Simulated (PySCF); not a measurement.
Formic acid, CH2O2, SMILES O=CO, point group Cs.

Force field and properties: B3LYP/pcJ-1 (PySCF, grid level 2). Vibrational terms come from second-order perturbation theory with semi-diagonal cubic constants, by steps of ±0.6 along the normal coordinates of each isotopologue. The parent has the commonest isotopes.

Equilibrium geometry (Å):

```tsv
atom	x	y	z
O1	-0.6432	1.1696	0.1321
C2	-0.4164	0.0004	0.0007
O3	0.8100	-0.5433	-0.0991
H4	-1.1721	-0.7930	-0.0570
H5	1.4562	0.1778	-0.0454
```

Species: ²H at 4. Output of the displacement run:

```
mode    cm-1    km/mol   phi_rrr   E(+)/cm-1  E(-)/cm-1
  1    626.71    49.65      57.9     115.30     111.13
  2    691.32   158.43      -1.1     136.44     136.89
  3    889.91     2.55       0.3     160.62     160.63
  4    994.13    50.10      80.1     182.06     176.25
  5   1174.23   197.65    -242.6     203.14     220.56
  6   1305.80     1.32     213.5     243.64     228.07
  7   1798.25   343.59    -481.7     307.06     341.75
  8   2271.15    67.24   -1142.5     370.59     452.70
  9   3727.20    56.50   -2601.2     586.27     772.68
```

For the shielding of H5 (σe = 25.72 ppm):

| mode | ω (cm⁻¹) | Σr φrrs (cm⁻¹) | ∂σ/∂q | ∂²σ/∂q² |
| --- | --- | --- | --- | --- |
| 1 | 627 | 221 | -0.217 | -0.298 |
| 2 | 691 | -2 | -0.002 | -0.992 |
| 3 | 890 | 1 | 0.000 | -0.106 |
| 4 | 994 | 219 | 0.066 | -0.056 |
| 5 | 1174 | -538 | -0.125 | -0.256 |
| 6 | 1306 | 430 | -0.087 | -0.669 |
| 7 | 1798 | -514 | -0.609 | -0.017 |
| 8 | 2271 | -607 | 0.211 | -0.025 |
| 9 | 3727 | -67 | -2.553 | 0.738 |

Question: Work out the zero-point average of this shielding.

Answer: With ⟨qs⟩ = −Σr φrrs/(4ωs) and ⟨qs²⟩ = 1/2: the mean displacements are -0.088, 0.001, 0.000, -0.055, 0.115, -0.082, 0.071, 0.067, 0.005. The anharmonic term Σ (∂σ/∂q)⟨q⟩ is -0.03 ppm, the harmonic term ¼ Σ ∂²σ/∂q² is -0.42 ppm, so ⟨σ⟩ = 25.27 ppm.

Internal rotors are held in one well.
